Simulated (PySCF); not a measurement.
ClH, SMILES Cl. Geometry optimised at PBE-D3(BJ)/def2-TZVPD.

Computed equilibrium geometry at PBE-D3(BJ)/def2-TZVPD (PySCF confirms it by a frequency run) as a Z-matrix, and its point group:
point group C∞v.
```
Cl
H 1 1.2899
```
Charge 0, spin multiplicity 1.
